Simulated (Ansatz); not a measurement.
**Molecular dynamics of ClH$_{4}$NSi**

Input file:

```yaml
crystal:
  periodic: [false, false, false]
  atoms:
    - { symbol: Si, position_ang: [-0.001232, 0.160266, -0.059463] }
    - { symbol: H, position_ang: [-0.177148, 0.358075, 1.44556] }
    - { symbol: Cl, position_ang: [1.972196, -0.146007, -0.315586] }
    - { symbol: H, position_ang: [-0.420368, 1.388905, -0.685609] }
    - { symbol: "N", position_ang: [-0.685683, -1.243739, -0.703487] }
    - { symbol: H, position_ang: [-0.154392, -2.084035, -0.541257] }
    - { symbol: H, position_ang: [-1.62547, -1.555752, -0.863172] }
basis:
  gaussian: { orbitals: def2-SVPD }
hamiltonian:
  xc: { name: BHLYP }
  dispersion: d4
md:
  timestep: 0.5
  n_steps: 100
  ensemble: nvt_nose_hoover
  temperature: 100.0
  initial_velocities: maxwell_boltzmann
  seed: 204114
  nose_hoover: { tau: 50.0, chain_length: 3 }
  temperature_schedule:
    - { n_steps: 25, end_temperature: 100.0 }
    - { n_steps: 75, end_temperature: 10.0 }
```

Command:

```bash
$ ansatz run input.yaml --threads 2 --pin off --max-ram 3072MiB --backend cpu --events-out ev --progress --plain --runs-dir out
```

It goes on from the last frame of an earlier run, with new velocities.

Output, in part (step lines, the closing report, with atoms numbered from 0):

```
md step     0: t =     0.00 fs  T =   100.0 K (target 100.0 K)  F+E_penalty+E_count = -21949.39210564 eV  E_kin = 0.064630 eV  conserved = -21949.32747564 eV  (23 SCF iters)
md step     1: t =     0.50 fs  T =   114.1 K (target 100.0 K)  F+E_penalty+E_count = -21949.40129978 eV  E_kin = 0.073738 eV  conserved = -21949.32756130 eV  (24 SCF iters)
md step     2: t =     1.00 fs  T =   127.9 K (target 100.0 K)  F+E_penalty+E_count = -21949.41032267 eV  E_kin = 0.082682 eV  conserved = -21949.32763792 eV  (24 SCF iters)
md step     3: t =     1.50 fs  T =   139.7 K (target 100.0 K)  F+E_penalty+E_count = -21949.41803228 eV  E_kin = 0.090320 eV  conserved = -21949.32770212 eV  (29 SCF iters)
md step     4: t =     2.00 fs  T =   148.1 K (target 100.0 K)  F+E_penalty+E_count = -21949.42351837 eV  E_kin = 0.095747 eV  conserved = -21949.32774547 eV  (29 SCF iters)
md step     5: t =     2.50 fs  T =   152.3 K (target 100.0 K)  F+E_penalty+E_count = -21949.42621798 eV  E_kin = 0.098410 eV  conserved = -21949.32775699 eV  (28 SCF iters)
md step     6: t =     3.00 fs  T =   152.0 K (target 100.0 K)  F+E_penalty+E_count = -21949.42606981 eV  E_kin = 0.098256 eV  conserved = -21949.32772713 eV  (28 SCF iters)
md step     7: t =     3.50 fs  T =   148.3 K (target 100.0 K)  F+E_penalty+E_count = -21949.42364125 eV  E_kin = 0.095853 eV  conserved = -21949.32765554 eV  (28 SCF iters)
[... lines left out ...]
md step    97: t =    48.50 fs  T =   124.8 K (target 14.2 K)  F+E_penalty+E_count = -21949.51656741 eV  E_kin = 0.080645 eV  conserved = -21949.32766207 eV  (24 SCF iters)
md step    98: t =    49.00 fs  T =   118.3 K (target 13.0 K)  F+E_penalty+E_count = -21949.51439698 eV  E_kin = 0.076458 eV  conserved = -21949.32763759 eV  (24 SCF iters)
md step    99: t =    49.50 fs  T =   116.4 K (target 11.8 K)  F+E_penalty+E_count = -21949.51520688 eV  E_kin = 0.075250 eV  conserved = -21949.32765370 eV  (24 SCF iters)
md step   100: t =    50.00 fs  T =   118.7 K (target 10.6 K)  F+E_penalty+E_count = -21949.51874858 eV  E_kin = 0.076697 eV  conserved = -21949.32770528 eV  (25 SCF iters)
Total energy: -21949.51892046 eV, -806.6299424086 hartree
Atom 0 at    -0.023097     0.139259    -0.067943 Å, force     0.067132    -0.202551    -0.843970 eV/Å
Atom 1 at    -0.141347     0.249313     1.353625 Å, force    -0.181603     0.326720     0.889563 eV/Å
Atom 2 at     2.039554    -0.119384    -0.309252 Å, force    -0.042679     0.005714    -0.135844 eV/Å
Atom 3 at    -0.429918     1.385589    -0.790041 Å, force    -0.009669    -0.412627     0.216971 eV/Å
Atom 4 at    -0.800615    -1.278974    -0.660275 Å, force     0.069125     1.062178     0.068122 eV/Å
Atom 5 at    -0.262263    -2.116443    -0.697219 Å, force    -0.202134    -0.494135    -0.183332 eV/Å
Atom 6 at    -1.706449    -1.272637    -1.097788 Å, force     0.299829    -0.285299    -0.011509 eV/Å
Dipole moment:    -0.478262    -0.113059    -0.085922 e Å
```

The steps, from the saved trajectory:

```json
{"time (fs)": "0", "T (K)": "100", "potential energy less start (eV)": "0.000", "conserved less start (meV/atom)": "0.00"}
{"time (fs)": "1.5", "T (K)": "140", "potential energy less start (eV)": "-0.026", "conserved less start (meV/atom)": "-0.03"}
{"time (fs)": "3", "T (K)": "152", "potential energy less start (eV)": "-0.034", "conserved less start (meV/atom)": "-0.04"}
{"time (fs)": "4.5", "T (K)": "138", "potential energy less start (eV)": "-0.025", "conserved less start (meV/atom)": "0.00"}
{"time (fs)": "6", "T (K)": "149", "potential energy less start (eV)": "-0.032", "conserved less start (meV/atom)": "0.01"}
{"time (fs)": "7.5", "T (K)": "190", "potential energy less start (eV)": "-0.059", "conserved less start (meV/atom)": "-0.03"}
{"time (fs)": "9", "T (K)": "207", "potential energy less start (eV)": "-0.071", "conserved less start (meV/atom)": "-0.04"}
{"time (fs)": "10.5", "T (K)": "193", "potential energy less start (eV)": "-0.063", "conserved less start (meV/atom)": "0.01"}
{"time (fs)": "12", "T (K)": "199", "potential energy less start (eV)": "-0.067", "conserved less start (meV/atom)": "0.01"}
{"time (fs)": "13.5", "T (K)": "230", "potential energy less start (eV)": "-0.089", "conserved less start (meV/atom)": "-0.02"}
{"time (fs)": "15", "T (K)": "251", "potential energy less start (eV)": "-0.105", "conserved less start (meV/atom)": "-0.03"}
{"time (fs)": "16.5", "T (K)": "235", "potential energy less start (eV)": "-0.097", "conserved less start (meV/atom)": "-0.06"}
{"time (fs)": "18", "T (K)": "166", "potential energy less start (eV)": "-0.055", "conserved less start (meV/atom)": "-0.02"}
{"time (fs)": "19.5", "T (K)": "104", "potential energy less start (eV)": "-0.016", "conserved less start (meV/atom)": "0.05"}
{"time (fs)": "21", "T (K)": "129", "potential energy less start (eV)": "-0.034", "conserved less start (meV/atom)": "0.00"}
{"time (fs)": "22.5", "T (K)": "187", "potential energy less start (eV)": "-0.074", "conserved less start (meV/atom)": "-0.05"}
{"time (fs)": "24", "T (K)": "201", "potential energy less start (eV)": "-0.086", "conserved less start (meV/atom)": "-0.04"}
{"time (fs)": "25.5", "T (K)": "182", "potential energy less start (eV)": "-0.078", "conserved less start (meV/atom)": "-0.02"}
{"time (fs)": "27", "T (K)": "160", "potential energy less start (eV)": "-0.067", "conserved less start (meV/atom)": "0.00"}
{"time (fs)": "28.5", "T (K)": "161", "potential energy less start (eV)": "-0.071", "conserved less start (meV/atom)": "0.00"}
{"time (fs)": "30", "T (K)": "187", "potential energy less start (eV)": "-0.092", "conserved less start (meV/atom)": "-0.04"}
{"time (fs)": "31.5", "T (K)": "192", "potential energy less start (eV)": "-0.100", "conserved less start (meV/atom)": "-0.05"}
{"time (fs)": "33", "T (K)": "166", "potential energy less start (eV)": "-0.089", "conserved less start (meV/atom)": "-0.01"}
{"time (fs)": "34.5", "T (K)": "164", "potential energy less start (eV)": "-0.093", "conserved less start (meV/atom)": "-0.01"}
{"time (fs)": "36", "T (K)": "186", "potential energy less start (eV)": "-0.113", "conserved less start (meV/atom)": "-0.05"}
{"time (fs)": "37.5", "T (K)": "183", "potential energy less start (eV)": "-0.117", "conserved less start (meV/atom)": "-0.06"}
{"time (fs)": "39", "T (K)": "146", "potential energy less start (eV)": "-0.100", "conserved less start (meV/atom)": "-0.04"}
{"time (fs)": "40.5", "T (K)": "110", "potential energy less start (eV)": "-0.081", "conserved less start (meV/atom)": "-0.01"}
{"time (fs)": "42", "T (K)": "114", "potential energy less start (eV)": "-0.087", "conserved less start (meV/atom)": "-0.01"}
{"time (fs)": "43.5", "T (K)": "154", "potential energy less start (eV)": "-0.119", "conserved less start (meV/atom)": "-0.04"}
{"time (fs)": "45", "T (K)": "186", "potential energy less start (eV)": "-0.147", "conserved less start (meV/atom)": "-0.07"}
{"time (fs)": "46.5", "T (K)": "175", "potential energy less start (eV)": "-0.148", "conserved less start (meV/atom)": "-0.07"}
{"time (fs)": "48", "T (K)": "135", "potential energy less start (eV)": "-0.129", "conserved less start (meV/atom)": "-0.04"}
{"time (fs)": "49.5", "T (K)": "116", "potential energy less start (eV)": "-0.123", "conserved less start (meV/atom)": "-0.03"}
```

All steps were run. The conserved energy stayed within 0.075 meV per atom of its start (net change -0.033 meV per atom), so the integration is sound. The schedule's set-point averaged 40 K over the second half and the system 160 K, so it lags behind the ramp. A run of 0.05 ps of so small a system gives no equilibrium averages.

The same pairs are bonded in the first frame and the last. Pairs count as bonded within 1.25 times the sum of covalent radii (0.12 Å more for H–H).

Last frame:

```xyz
7
Properties=species:S:1:pos:R:3
Si -0.023 0.139 -0.068
H -0.141 0.249 1.354
Cl 2.040 -0.119 -0.309
H -0.430 1.386 -0.790
N -0.801 -1.279 -0.660
H -0.262 -2.116 -0.697
H -1.706 -1.273 -1.098
```

Time of the run: 2.9 min on 2 threads of Arm Neoverse V2, on a shared host, peak memory 0.2 GiB.
